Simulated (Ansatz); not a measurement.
Species: 1,1,2,2-tetrafluoroethene, C₂F₄, net charge 0, singlet state. 
Coordinates optimised at B3LYP-D3(BJ)/def2-TZVP (Ansatz, a quantum-chemistry and plane-wave program):
SMILES: C(F)(=C(F)F)F
```xyz
6

C      0.0032     0.0064     0.6604
C     -0.0032    -0.0064    -0.6604
F      0.0249     1.1143     1.3758
F     -0.0115    -1.0873     1.3975
F      0.0115     1.0873    -1.3975
F     -0.0249    -1.1143    -1.3758
```

Parts of the frozen-core correlation energy in cc-pVTZ (Ansatz, hartree). Frozen orbitals: 6; correlated occupied orbitals by spin: 18 and 18; virtual: 156 and 156. No spin-orbit coupling. Non-relativistic.

```csv
term,value
reference (HF),-473.60219
MP2 opposite-spin,-0.95311
MP2 same-spin,-0.34345
CCSD correlation,-1.30030
(T),-0.04581
T1 diagnostic,0.012
largest doubles amplitude,0.112
```
